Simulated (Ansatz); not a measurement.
Born–Oppenheimer molecular dynamics of CH₆AlF (9 atoms, charge 0, multiplicity 1). It starts at the highest image of a converged band, a first-order saddle point between two minima.

The calculation used RKS B3LYP/def2-mTZVP (Ansatz 0.2.0).

```
ensemble                      : NVE (velocity Verlet)
time step                     : 0.5 fs
steps asked                   : 200
starting velocities drawn for : 100 K
seed                          : 9556
```

First frame:

```xyz
9
Properties=species:S:1:pos:R:3
Al -0.001 0.393 -0.142
F 0.142 0.117 1.836
C 1.714 -0.013 -0.982
H 1.880 -1.091 -1.056
H 1.770 0.380 -2.002
H 2.558 0.408 -0.429
H -1.411 -0.149 -0.595
H -0.100 1.901 0.638
H 0.030 1.137 1.616
```

(1) How far do the bonds stretch over the last three quarters of this one trajectory? (Pairs bonded in most of those frames.)

## Answers

(1) 
```json
{"bond": "Al1–F2", "mean (Å)": "1.686", "spread (Å)": "0.103", "shortest": "1.52", "longest": "1.84"}
{"bond": "Al1–C3", "mean (Å)": "1.948", "spread (Å)": "0.069", "shortest": "1.83", "longest": "2.07"}
{"bond": "Al1–H7", "mean (Å)": "1.581", "spread (Å)": "0.016", "shortest": "1.55", "longest": "1.61"}
{"bond": "C3–H4", "mean (Å)": "1.098", "spread (Å)": "0.011", "shortest": "1.08", "longest": "1.12"}
{"bond": "C3–H5", "mean (Å)": "1.096", "spread (Å)": "0.012", "shortest": "1.08", "longest": "1.12"}
{"bond": "C3–H6", "mean (Å)": "1.095", "spread (Å)": "0.019", "shortest": "1.07", "longest": "1.13"}
{"bond": "H8–H9", "mean (Å)": "0.746", "spread (Å)": "0.032", "shortest": "0.70", "longest": "0.79"}
```

Mean temperature of the second half: 1461 K. The conserved energy stayed within 0.15 meV per atom of its start (net change 0.045 meV per atom), so the integration is sound. The kinetic energy rose, since the run started high on the potential surface and went downhill. It ends in pieces (CH4AlF + H2), so much of that is their flight and rotation, not heat. A run of 0.1 ps of so small a system gives no equilibrium averages. The orbitals stay closed-shell, which can raise the energy where a bond breaks towards radicals; this wasn't checked here.

The run took 5.4 min on 2 threads of Intel(R) Xeon(R) Platinum 8259CL CPU @ 2.50GHz (Skylake/Cascade Lake) (shared host), peak memory 0.18 GiB.
